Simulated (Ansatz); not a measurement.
Input for Ansatz (development build ahead of 0.2.0):

```yaml
crystal:
  periodic: [false, false, false]
  atoms:
    - { symbol: S, position_ang: [0.0, 0.0, -0.74384] }
    - { symbol: H, position_ang: [0.0, 0.0, 0.74384] }
basis:
  gaussian: { orbitals: def2-SVP }
total_charge: 1
magnetization:
  initial_magnetization: 2
hamiltonian:
  xc: hf
correlation:
  method: mp2
  frozen_orbitals: { H: 0, S: 5 }
```

The input is written out in the form of the current development build from the run's settings. Correlation on restricted open-shell orbitals is semicanonical, with singles.

The run gave:

```json
{
 "Converged": "yes",
 "Reference energy": "-397.61038 hartree",
 "Correlation energy": "-0.09643 hartree",
 "Total energy": "-397.70682 hartree",
 "Spin squared of the determinant": "2.000",
 "Stability test": "minimum among restricted orbitals",
 "Occupied orbitals by symmetry in an Abelian subgroup (alpha; beta)": "5 A1 2 B1 2 B2; 5 A1 1 B1 1 B2"
}
```

Messages of the program:
```
mean field -10819.52976017 eV, -397.6103849456 hartree, gradient 2.7e-6 eV, S^2 2.000000; 0 other ends of a descent, 0 dependent functions left out
```
